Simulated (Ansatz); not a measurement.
Ideal-gas functions of CH3NO (`C=NO`) at 298.15 K and 1 bar, from an Ansatz frequency run at PBE0-D4/def2-TZVP.

Molar mass 45.04 g/mol, point group Cs (symmetry number 1), electronic degeneracy 1, moments of inertia 7.105, 42.113, 49.218 u Å². Harmonic wavenumbers (cm⁻¹, unscaled): 449, 540, 810, 975, 984, 1188, 1363, 1453, 1742, 3115, 3247, 3859.

Use S(trans) = R[1.5 ln M + 2.5 ln T − 1.1517]; rotational temperatures θ = 24.2544 K / I; S(rot) = R[ln(√π/σ · √(T³/θAθBθC)) + 1.5]; for each mode x = 1.438777 ν̃/T, S = R[x/(eˣ − 1) − ln(1 − e⁻ˣ)] and H = RT x/(eˣ − 1); 1 cm⁻¹ = 0.0119627 kJ/mol; R = 8.31446 J/(mol·K).

Problem. By hand: the entropy, in J/(mol·K).

Solution. Translation 156.3. Rotation: θ = 3.4137, 0.5759, 0.4928 K, giving 88.4. Vibration, mode by mode: 3.34, 2.37, 0.83, 0.43, 0.42, 0.18, 0.09, 0.06, 0.02, 0.00, 0.00, 0.00, in all 7.7. Electronic 0.0. Sum 252.4 J/(mol·K).

Problem. By hand: H − E and G − E in kJ/mol, counted from the electronic energy.

Solution. Zero-point energy ½ × 19725 × 0.0119627 = 118.0; thermal vibration 1.7; translation, rotation and pV give 4 RT = 9.9. H − E = 129.6 kJ/mol, and G − E = 129.6 − 298.15 × 252.4/1000 = 54.3 kJ/mol.

Vibration gives 3 % of the entropy. The sum counts one conformer and one mirror image; others add a mixing term.
